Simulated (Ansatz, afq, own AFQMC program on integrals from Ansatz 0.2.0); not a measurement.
AlBH$_{2}$, singlet → AlBH2, triplet, worked out

```csv
atom,x (Å),y (Å),z (Å)
B,0.0000,0.0000,1.7315
Al,0.0000,0.0000,-0.5881
H,0.0000,-1.3671,-1.4148
H,0.0000,1.3671,-1.4148
```

Connectivity, by distances: B–AlH2.

Both states at this geometry.

Basis cc-pVTZ. Noble-gas cores (and the filled d shells of Ga–Kr and In–Xe) are frozen. Ansatz 0.2.0 and our own AFQMC program on the same integrals; the CISD trial comes from CCSD amplitudes, and released means the phaseless constraint is let go. Uncertainties: one standard error, sampling alone.

Total energies in eV. CBS is CCSD(T) at the limit of def2-TZVPP/QZVPP (extrapolated itself); the highest rung of each member is named.

Cautions: AlBH₂ (singlet): restricted determinant unstable towards unrestricted (UHF 563 meV lower, ⟨S²⟩ 0.87); AlBH₂ (triplet): another spin lies lower, the released energies move by 1.5 errors or more from one time to the next, so no released level is given (meV from the phaseless value at times in 1/Eh: 0 ± 5 at 0.24, -7 ± 5 at 0.51, -10 ± 3 at 0.99, -9 ± 4 at 1.62, -22 ± 5 at 2.40), though the last usable value meets CCSDT(Q) within the noise; core correlation is missing, and it shifts such a gap most where an s electron is promoted.

```json
{"member": "AlBH₂, triplet", "count": "+1", "CCSD(T)/cc-pVTZ": "-7287.0379", "highest rung in cc-pVTZ": "-7287.0855", "which": "CCSDT(Q)", "CCSD(T)/CBS": "-7287.5261"}
{"member": "AlBH₂, singlet", "count": "-1", "CCSD(T)/cc-pVTZ": "-7287.0716", "highest rung in cc-pVTZ": "-7287.1137", "which": "CCSDT(Q)", "CCSD(T)/CBS": "-7287.5932"}
```

Question: Work out the best estimate of the vertical spin gap: the CCSD(T)/CBS difference plus the step from CCSD(T) to the highest rung.

Answer: Sums with the counts: CCSD(T)/CBS 0.0671 eV, highest rung 0.0282 eV, CCSD(T)/cc-pVTZ 0.0337 eV. The step is 0.0282 − 0.0337 = -0.0055 eV, so the best estimate is 0.0671 + (-0.0055) = 0.0616 eV. The basis set is worth 0.033 eV of it. Zero-point, core-correlation and spin–orbit terms aren't in it. Past Ne the Hartree–Fock part of each CBS total tends to overshoot, since the cores don't follow the formula; that largely cancels in the difference.

Best estimates are given only where the step beyond CCSD(T) is under 0.3 eV and no member's determinant is very poor (T1 over 0.05, or 0.07 for open shells, ⟨S²⟩ too high by 0.3, two states mixed), so the hardest cases are missing from such tables.

CCSDT and higher add their correlation energy to the determinant of the CCSD(T) run, since their own runs factorise the integrals more tightly (a shift of under 2 meV). Each member of a difference takes its own highest rung, so a best estimate needn't equal the limit plus the step of one row.
